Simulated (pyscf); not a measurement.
H₃C–O–O• + H₃C–CH₃ → H₃C–O–OH + •H₂C–CH₃ (hydrogen abstraction; doublet surface; C–H broken, H–O formed). Single points on ωB97X-D3(BJ)/def2-SVP structures (PySCF, gas phase). Energies in kJ/mol from the separated reactants.

```tsv
level	barrier	reaction energy
ωB97X-D3(BJ)/def2-TZVP	109.6	+93.5
PBE/def2-TZVP	74.7	+90.7
B3LYP-D3(BJ)/def2-TZVP	90.7	+86.3
PBE0-D3(BJ)/def2-TZVP	90.2	+85.9
M06-2X/def2-TZVP	___	___
ωB97M-D3(BJ)/def2-TZVP	___	+84.6
```

Q: Fill in the missing entries.

A: 
- M06-2X/def2-TZVP, barrier: 99.6
- M06-2X/def2-TZVP, reaction energy: +77.5
- ωB97M-D3(BJ)/def2-TZVP, barrier: 106.5

At PBE the saddle lies under the separated products, which points to a path from their complex (located at ωB97X-D3(BJ) alone), and parting the products costs more than the saddle. H₃C–O–O• lies 205.7 kJ/mol over its isomer HO–CH•–OH, and others may lie lower still (electronic energy, ωB97M-D3(BJ)). H₃C–O–OH lies 266.1 kJ/mol over its isomer HO–CH₂–OH, and others may lie lower still (electronic energy, ωB97M-D3(BJ)). One saddle was located; it need not be the lowest between these sides. The angle at the transferred H is 174°.
